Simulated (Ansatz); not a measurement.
# Elastic constant C11 of some elemental solids other than molecular ones

Method: RPBE in Ansatz (PAW). References are measured values at low temperature. The table is a random draw of 6 from 11 solids with such references.

Values in GPa.

| solid | reference | RPBE | error (%) |
|---|---|---|---|
| diamond | 1081 | 1027 | -5.0 |
| hcp Zn | 177¶ | ? | ? |
| hcp Mg | 63.5¶ | 61.2 | -3.6 |
| diamond-structure Si | 168 | 149 | -11.3 |
| bcc Mo | 478¶ | 442 | -7.5 |
| hcp Zr | 155 | 140 | -9.7 |

Estimate the withheld RPBE value.

The errors of the other rows run from -11.3 % to -3.6 %, with a median of -7.5 %; carried to the reference 177 it gives 164 GPa. The run gives 153 GPa (-13.6 %), -6.7 % from the estimate, outside the range of the other rows; the row was drawn at random, and such an estimate is rough. Over these 6 solids the mean error is -8.4 %, the mean absolute error 8.4 % (median 8.6 %), and the worst case hcp Zn at -13.6 %; the value is below the reference in 6 of 6 cases. Over all 11, from unrounded values, the mean error is -8.1 % and the mean absolute error 8.1 % (median 7.7 %). Caveats on values not shown: shear constants of such metals converge slowly with the k mesh (2).

All these references are low-temperature values that still hold zero-point motion.

¶ marks references of a special kind: hcp Zn, 177 GPa (measured, 0 K, extrapolated to 0 K; zero-point effects included; as tabulated in Galib et al. (2023), arXiv:2209.08184); hcp Mg, 63.5 GPa (measured, 0 K, extrapolated to 0 K; zero-point effects included; as tabulated in Ibrahim et al. (2023), arXiv:2305.03577); bcc Mo, 478 GPa (measured, 0 K, 300 K values taken to 0 K by the source's computed thermal shift; zero-point effects included; as tabulated in Gong and Corso (2024), arXiv:2406.16634).

Differences are worked out from the printed values.

Each level is taken at its own relaxed cell. Caveats: shear constants of such metals converge slowly with the k mesh (bcc Mo). Ansatz's density-functional and Hartree–Fock values are scalar-relativistic unless marked +SOC, with PAW data made under PBE.

Ansatz's runs of these crystals have no spin polarisation.

Not in this set, of the elemental solids other than molecular ones with a reference value in our tables and a result at some level: 15 for a reference at room or unstated temperature; 12 for no value at RPBE (not run, a failed fit, an unstable or unbound cell, or a value held back for tests); 2 for a doubt noted on the run at RPBE. These can be a level's best or worst cases. Solids without a released value at any level aren't counted. L1₀ solids are left out, as their cells have other axes than the references. Layered and molecular crystals are counted apart. The metals Ce to Yb are counted apart.

References as tabulated in Tanner et al. (2021), arXiv:2110.11888; Galib et al. (2023), arXiv:2209.08184; Ibrahim et al. (2023), arXiv:2305.03577; Gong and Corso (2024), arXiv:2406.16634 and others.

Ansatz is a quantum-chemistry and plane-wave program.
